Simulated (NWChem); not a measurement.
The numbers come from NWChem runs, not from measurements. System: O2S, charge 0, spin multiplicity 1, displaced from the optimised geometry.

Job file:

```
start mol
memory heap 100 mb stack 700 mb global 1900 mb
geometry units angstroms nocenter noautoz noautosym
  O      1.250381     0.000000    -0.371341
  S      0.000000     0.000000     0.371341
  O     -2.188167     0.000000    -0.928353
end
basis spherical
  * library cc-pvdz
end
scf
  rhf
  nopen 0
  maxiter 100
  thresh 1e-7
  semidirect memsize 60000000 filesize 0
end
ccsd
  freeze core 7
  maxiter 60
end
task ccsd(t) energy
```

The output up to the point where the run's verdict is printed (cleaned and shortened):

```
             Northwest Computational Chemistry Package (NWChem) 7.3.0
             --------------------------------------------------------

                                NWChem Input Module
                                -------------------

 Scaling coordinates for geometry "geometry" by  1.889725989
 (inverse scale =  0.529177249)

                             Geometry "geometry" -> ""
                             -------------------------

 Output coordinates in angstroms (scale by  1.889725989 to convert to a.u.)

  No.       Tag          Charge          X              Y              Z
 ---- ---------------- ---------- -------------- -------------- --------------
    1 O                    8.0000     1.25038100     0.00000000    -0.37134100
    2 S                   16.0000     0.00000000     0.00000000     0.37134100
    3 O                    8.0000    -2.18816700     0.00000000    -0.92835300

 Effective nuclear repulsion energy (a.u.)      82.9118722619

            Nuclear Dipole moment (a.u.)
            ----------------------------
        X                 Y               Z
 ---------------- ---------------- ----------------
   -14.1772686074     0.0000000000    -8.4208004188


 Summary of "ao basis" -> "" (spherical)
 ------------------------------------------------------------------------------
       Tag                 Description            Shells   Functions and Types
 ---------------- ------------------------------  ------  ---------------------
 *                          cc-pvdz                   on all atoms

 Summary of "ao basis" -> "ao basis" (spherical)
 ------------------------------------------------------------------------------
       Tag                 Description            Shells   Functions and Types
 ---------------- ------------------------------  ------  ---------------------
 O                          cc-pvdz                  6       14   3s2p1d
 S                          cc-pvdz                  8       18   4s3p1d

                                 NWChem SCF Module
                                 -----------------

  ao basis        = "ao basis"
[...]
  29     -0.4885794844 -7.686D-03  1.230D-02     0.73     0.00     0.71
  30     -0.4840566148  4.523D-03  9.471D-03     0.73     0.00     0.71
  31     -0.4811155494  2.941D-03  1.888D-02     0.73     0.00     0.71
  32     -0.4802892868  8.263D-04  2.256D-02     0.73     0.00     0.71
  33     -0.4805711420 -2.819D-04  1.455D-02     0.74     0.00     0.71
  34     -0.4796977080  8.734D-04  1.970D-02     0.73     0.00     0.71
  35     -0.4796276629  7.005D-05  1.118D-03     0.75     0.00     0.73
  36     -0.4780494285  1.578D-03  1.302D-02     0.73     0.00     0.71
  37     -0.4776543417  3.951D-04  5.554D-03     0.73     0.00     0.71
  38     -0.4776812218 -2.688D-05  3.101D-03     0.73     0.00     0.71
  39     -0.4777983168 -1.171D-04  1.746D-03     0.73     0.00     0.72
  40     -0.4779101496 -1.118D-04  1.584D-03     0.73     0.00     0.71
  41     -0.4780555508 -1.454D-04  1.332D-03     0.73     0.00     0.71
  42     -0.4781080747 -5.252D-05  1.507D-03     0.73     0.00     0.71
  43     -0.4781256993 -1.762D-05  1.513D-03     0.73     0.00     0.71
  44     -0.4781351266 -9.427D-06  1.541D-03     0.73     0.00     0.71
  45     -0.4781174164  1.771D-05  1.556D-03     0.73     0.00     0.71
  46     -0.4781215027 -4.086D-06  1.542D-03     0.73     0.00     0.71
  47     -0.4781394134 -1.791D-05  1.498D-03     0.73     0.00     0.71
  48     -0.4781630086 -2.360D-05  1.551D-03     0.73     0.00     0.71
  49     -0.4780114828  1.515D-04  1.409D-03     0.73     0.00     0.71
  50     -0.4778299328  1.816D-04  1.301D-03     0.73     0.00     0.71
  51     -0.4776616759  1.683D-04  1.060D-03     0.73     0.00     0.71
  52     -0.4773320518  3.296D-04  7.223D-04     0.73     0.00     0.71
  53     -0.4772376048  9.445D-05  4.837D-04     0.73     0.00     0.71
  54     -0.4771220063  1.156D-04  4.379D-04     0.73     0.00     0.71
  55     -0.4771388398 -1.683D-05  2.783D-04     0.79     0.00     0.77
  56     -0.4771174320  2.141D-05  1.660D-04     0.73     0.00     0.71
  57     -0.4770934467  2.399D-05  1.997D-04     0.73     0.00     0.71
  58     -0.4770621426  3.130D-05  1.152D-04     0.73     0.00     0.71
  59     -0.4770437918  1.835D-05  4.902D-05     0.73     0.00     0.71
  60     -0.4770401405  3.651D-06  1.271D-04     0.73     0.00     0.71
                  ****maximum iterations exceeded****
-------------------------------------------------------------------------

 -----------
 CCSD Energy
 -----------
 Reference energy:            -546.967018493316687
 CCSD corr. energy:             -0.477040140532426
 Total CCSD energy:           -547.444058633849068

 --------------------------------
 Spin Component Scaled (SCS) CCSD
 --------------------------------
 Same spin contribution:                 -0.094007791222025
 Same spin scaling factor:                1.130000000000000
 Opposite spin contribution:             -0.383032349310401
 Opposite spin scaling fact.:             1.270000000000000
 SCS-CCSD correlation energy:            -0.592679887705097
 Total SCS-CCSD energy:                -547.559698381021803

 routine      calls  cpu(0)   cpu-min  cpu-ave  cpu-max   i/o
 aoccsd          1     0.00     0.00     0.00     0.00    0.00
 iterdrv         1     0.02     0.02     0.02     0.02    0.00
 pampt          60     0.08     0.08     0.08     0.08    0.00
 t2pm           60     0.14     0.14     0.14     0.14    0.00
 sxy            60     0.25     0.25     0.25     0.25    0.00
 ints      2590200    39.23    39.23    39.23    39.23    0.00
 t2eri       12600     2.46     2.46     2.46     2.46    0.00
 idx2        12600     0.60     0.60     0.60     0.60    0.00
 idx34          60     0.09     0.09     0.09     0.09    0.00
 ht2pm          60     0.20     0.20     0.20     0.20    0.00
 itm            60     0.68     0.68     0.68     0.68    0.00
 pdiis          60     0.03     0.03     0.03     0.03    0.00
 Total                43.78    43.78    43.78    43.78    0.00
```

The run crashed. NWChem stopped with the message: ccsd(t) energy failed.
